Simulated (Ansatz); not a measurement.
in.yaml

```yaml
crystal:
  periodic: [false, false, false]
  atoms:
    - {symbol: Sn, position_ang: [0.000000, 0.000000, 0.000000]}
    - {symbol: H, position_ang: [0.978777, 0.987165, 0.985128]}
    - {symbol: H, position_ang: [-0.988972, -0.979870, 0.982225]}
    - {symbol: H, position_ang: [-0.978395, 0.980215, -0.992421]}
    - {symbol: H, position_ang: [0.988590, -0.987510, -0.974932]}
basis:
  gaussian: {orbitals: def2-SVP}
magnetization: {spin_polarized: false, initial_magnetization: 2}
correlation: {method: ccsdtq, electrons: outside_noble_gas}
```

```sh
$ ansatz run in.yaml --threads 2 --pin off --events-out ev --progress --plain --max-ram 16896MiB --backend cuda --devices 0, --max-vram 18GiB
```

Q: Roughly how long does this take on 2 threads of AMD EPYC 7R13 with a shared H100 80 GB, shared host, and how much host memory?

A: 78 s wall and 0.9 GiB.

```
979 factors; integrals over basis functions are off by at most 1.2e-7 eV
mean field evaluation 1: about -5857.9901 eV, gradient 1.1e1 eV
mean field evaluation 2: about -5858.0015 eV, gradient 1.1e1 eV
mean field evaluation 4: about -5859.2901 eV, gradient 2.0e0 eV
mean field evaluation 8: about -5859.5521 eV, gradient 2.6e-1 eV
mean field evaluation 16: about -5859.5528 eV, gradient 5.1e-4 eV
mean field evaluation 32: about -5860.1286 eV, gradient 2.4e-6 eV
mean field evaluation 64: about -5860.1286 eV, gradient 1.9e-6 eV
mean field evaluation 96: about -5858.9643 eV, gradient 1.3e-2 eV
mean field evaluation 128: about -5858.9541 eV, gradient 2.2e-3 eV
mean field evaluation 160: about -5859.2289 eV, gradient 1.7e0 eV
...
cycle  23  -3.39253720 eV  change    3.7e-5 eV  update   4.5e-5
cycle  24  -3.39253091 eV  change    6.3e-6 eV  update   2.7e-5
cycle  25  -3.39252451 eV  change    6.4e-6 eV  update   2.0e-5
cycle  26  -3.39252651 eV  change   -2.0e-6 eV  update   1.4e-5
cycle  27  -3.39252660 eV  change   -8.6e-8 eV  update   6.9e-6
cycle  28  -3.39252573 eV  change    8.6e-7 eV  update   3.9e-6
cycle  29  -3.39252537 eV  change    3.6e-7 eV  update   1.5e-6
cycle  30  -3.39252553 eV  change   -1.6e-7 eV  update   7.8e-7
cycle  31  -3.39252580 eV  change   -2.7e-7 eV  update   3.5e-7
cycle  32  -3.39252606 eV  change   -2.6e-7 eV  update   2.3e-7
Total energy: -5863.52117285 eV, -215.4804286648 hartree
```
